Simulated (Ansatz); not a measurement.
C3H6F2, SMILES `CC(F)CF`, 11 atoms. Charge 0, multiplicity 1. All runs use 4 threads of a server CPU on a shared host. Correlated methods freeze the cores.

Question: How many basis functions does each run have, and how long does it take in Ansatz? RKS PBE0-D4/def2-QZVPP energy; direct RPA on PBE orbitals/def2-TZVPP energy; RHF-CCSD(T)/def2-TZVPP energy; RKS ωB97X-V/def2-TZVPP energy; RKS PBE0-D4/def2-TZVP relaxation (6 steps); RHF-MP2/def2-QZVPP energy; RKS SPW92/def2-TZVPP energy; RKS PBE0-D4/def2-TZVP frequencies; RKS ωB97M-V/def2-TZVPP energy and forces; RKS ωB97M-V/def2-SVP energy; RHF-CCSD(T)/def2-SVP energy; RKS ωB97M-V/def2-QZVPP energy. (Best estimate.)

Answer: The calculation gave: Other jobs shared the machine, so times are rough.

```json
{"level": "RKS SPW92/def2-TZVPP", "job": "energy", "functions": "239", "wall time": "0.85 s", "peak host memory (GiB)": "0.26"}
{"level": "RKS ωB97M-V/def2-SVP", "job": "energy", "functions": "100", "wall time": "2.9 s", "peak host memory (GiB)": "0.28"}
{"level": "direct RPA on PBE orbitals/def2-TZVPP", "job": "energy", "functions": "239", "wall time": "3.5 s", "peak host memory (GiB)": "0.57"}
{"level": "RHF-CCSD(T)/def2-SVP", "job": "energy", "functions": "100", "wall time": "3.8 s", "peak host memory (GiB)": "0.48"}
{"level": "RKS PBE0-D4/def2-QZVPP", "job": "energy", "functions": "465", "wall time": "4.5 s", "peak host memory (GiB)": "1.4"}
{"level": "RKS ωB97X-V/def2-TZVPP", "job": "energy", "functions": "239", "wall time": "4.8 s", "peak host memory (GiB)": "0.61"}
{"level": "RKS ωB97M-V/def2-TZVPP", "job": "energy and forces", "functions": "239", "wall time": "7 s", "peak host memory (GiB)": "0.75"}
{"level": "RKS ωB97M-V/def2-QZVPP", "job": "energy", "functions": "465", "wall time": "12 s", "peak host memory (GiB)": "1.7"}
{"level": "RKS PBE0-D4/def2-TZVP", "job": "relaxation (6 steps)", "functions": "191", "wall time": "13 s", "peak host memory (GiB)": "0.43"}
{"level": "RHF-MP2/def2-QZVPP", "job": "energy", "functions": "465", "wall time": "15 s", "peak host memory (GiB)": "2.9"}
{"level": "RKS PBE0-D4/def2-TZVP", "job": "frequencies", "functions": "191", "wall time": "93 s", "peak host memory (GiB)": "0.44"}
{"level": "RHF-CCSD(T)/def2-TZVPP", "job": "energy", "functions": "239", "wall time": "110 s", "peak host memory (GiB)": "5"}
```
